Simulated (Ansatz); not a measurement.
in.yaml

```yaml
crystal:
  periodic: [false, false, false]
  atoms:
    - {symbol: B, position_ang: [0.000000, -0.176967, 2.157002]}
    - {symbol: P, position_ang: [0.000000, -0.003775, -0.782966]}
    - {symbol: H, position_ang: [0.000000, 2.014125, 0.924707]}
basis:
  gaussian: {orbitals: 6-31G}
magnetization: {spin_polarized: true, initial_magnetization: 1}
hamiltonian: {xc: {name: BHLYP}}
```

```sh
$ ansatz run in.yaml --threads 1 --pin off --events-out ev --progress --plain --max-ram 2393MiB
```

Task: Roughly how long does this take on 1 thread of Arm Neoverse V1, shared host, and how much host memory?

Result: 5.5 s wall and 0.15 GiB.

```
298 factors; integrals over basis functions are off by at most 1.7e-4 eV
mean field evaluation 1: about -9968.7792 eV, gradient 9.6e0 eV
mean field evaluation 2: about -9961.8064 eV, gradient 2.9e1 eV
mean field evaluation 4: about -9970.1849 eV, gradient 8.9e-1 eV
mean field evaluation 8: about -9970.1662 eV, gradient 2.2e-1 eV
mean field evaluation 16: about -9970.8026 eV, gradient 1.4e-5 eV
mean field evaluation 32: about -9970.8023 eV, gradient 3.7e-2 eV
mean field evaluation 64: about -9970.3335 eV, gradient 4.1e-1 eV
mean field evaluation 96: about -9969.8376 eV, gradient 2.3e-1 eV
mean field evaluation 128: about -9970.3003 eV, gradient 5.6e-1 eV
mean field evaluation 160: about -9970.2785 eV, gradient 5.1e-1 eV
mean field -9970.80263417 eV, -366.4202383531 hartree, gradient 6.6e-6 eV, S^2 1.904306; 13 other end points of the search recorded, 0 dependent functions left out
reference -9970.80277773 eV, -366.4202436286 hartree; 11, 10 occupied and 13, 14 virtual orbitals, 298 factors
Total energy: -9970.80277773 eV, -366.4202436286 hartree
```
